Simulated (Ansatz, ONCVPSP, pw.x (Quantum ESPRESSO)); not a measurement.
## As (Z = 33): does the ONCV potential hold in the solid?

```
Element                 : As (Z = 33)
Generator               : ONCVPSP 4.0.1
Type                    : optimised norm-conserving Vanderbilt (ONCV)
Functional              : PBEsol
Relativity              : scalar-relativistic
Frozen core             : [Ar] 3d10
Valence charge          : 5
Reference configuration : 4s2 4p3
Partial waves           : 4s: rc 1.70 bohr, ncon 5, nbas 8, qcut 3 1/bohr, 1 projector; 4p: rc 1.95 bohr, ncon 4, nbas 7, qcut 4.9 1/bohr, 2 projectors, debl 2.2 Ha; d scattering state at 0.03 Ha: rc 1.85 bohr, ncon 4, nbas 7, qcut 4.6 1/bohr, 1 projector
Local potential         : polynomial inside 1.40 bohr (lpopt 5, dvloc0 0 Ha)
Core correction         : polynomial model core, fcfact 0.6
```

Atomic tests: cutoffs needed: 41 Ha and 53 Ha (the cutoffs (Ha) at which the residual kinetic energy of the hardest occupied pseudo-wave falls to 1 and 0.1 mHa per electron); ghost test: no bound ghost flagged; GHOST(+) flagged for s at 19.9 eV; largest excitation error: -54 meV (all-electron minus pseudo) for 4s2 4p0, out of 4 test configurations.

Crystal test: fcc As in pw.x 7.5, no spin, 13³ k-points, Fermi–Dirac smearing 0.01 Ry, cutoffs 125/500 Ry. The lattice is a test structure that the element need not adopt, and mesh and smearing are coarse.

pw.x input:

```
&control
  calculation='scf', prefix='x', pseudo_dir='./', outdir='./tmp', tstress=.true., disk_io='none'
/
&system
  ibrav=0, nat=1, ntyp=1, ecutwfc=125, ecutrho=500, nbnd=9,
  occupations='smearing', smearing='fd', degauss=0.01
/
&electrons
  conv_thr=1e-09, mixing_beta=0.4, electron_maxstep=70
/
ATOMIC_SPECIES
As 1.0 As.UPF
CELL_PARAMETERS angstrom
  0.00000000 2.10132192 2.10132192
  2.10132192 0.00000000 2.10132192
  2.10132192 2.10132192 0.00000000
ATOMIC_POSITIONS crystal
As 0.0000 0.0000 0.0000
K_POINTS automatic
13 13 13 0 0 0
```

```bash
pw.x < As.scf.in > As.scf.out
```

Q: How does the run end?

A: It converges; the pressure is -1.30 GPa against -0.48 GPa from all-electron LAPW. The generator flags a localised state at positive energy (s at 20 eV). The log shows:

```
Message from routine setup:
     using ibrav=0 with symmetry is DISCOURAGED, use correct ibrav instead
     lattice parameter (alat)  =       5.6157  a.u.
     unit-cell volume          =     125.2288 (a.u.)^3
     number of electrons       =         5.00
     number of Kohn-Sham states=            9
     kinetic-energy cutoff     =     125.0000  Ry
     charge density cutoff     =     500.0000  Ry
     scf convergence threshold =      1.0E-09
     Exchange-correlation= PBESOL
     number of k points=    84  Fermi-Dirac smearing, width (Ry)=  0.0100
     iteration #  1     ecut=   125.00 Ry     beta= 0.40
     total energy              =     -20.22856911 Ry
     estimated scf accuracy    <       0.00163057 Ry
     iteration #  2     ecut=   125.00 Ry     beta= 0.40
     total energy              =     -20.22844740 Ry
     estimated scf accuracy    <       0.00042320 Ry
     iteration #  3     ecut=   125.00 Ry     beta= 0.40
     total energy              =     -20.22848729 Ry
     estimated scf accuracy    <       0.00000387 Ry
     iteration #  4     ecut=   125.00 Ry     beta= 0.40
     total energy              =     -20.22848822 Ry
     estimated scf accuracy    <       0.00000002 Ry
     iteration #  5     ecut=   125.00 Ry     beta= 0.40
     the Fermi energy is     9.2108 ev
!    total energy              =     -20.22848824 Ry
     estimated scf accuracy    <          9.5E-10 Ry
     smearing contrib. (-TS)   =      -0.00283299 Ry
     The total energy is F=E-TS. E is the sum of the following terms:
     one-electron contribution =       5.20404410 Ry
     hartree contribution      =       0.24923543 Ry
     xc contribution           =     -11.24632631 Ry
     ewald contribution        =     -14.43260848 Ry
     convergence has been achieved in   5 iterations
          total   stress  (Ry/bohr**3)                   (kbar)     P=      -13.02
     Message from routine punch:
     Nothing written, as per user request (disk_io='none')
```
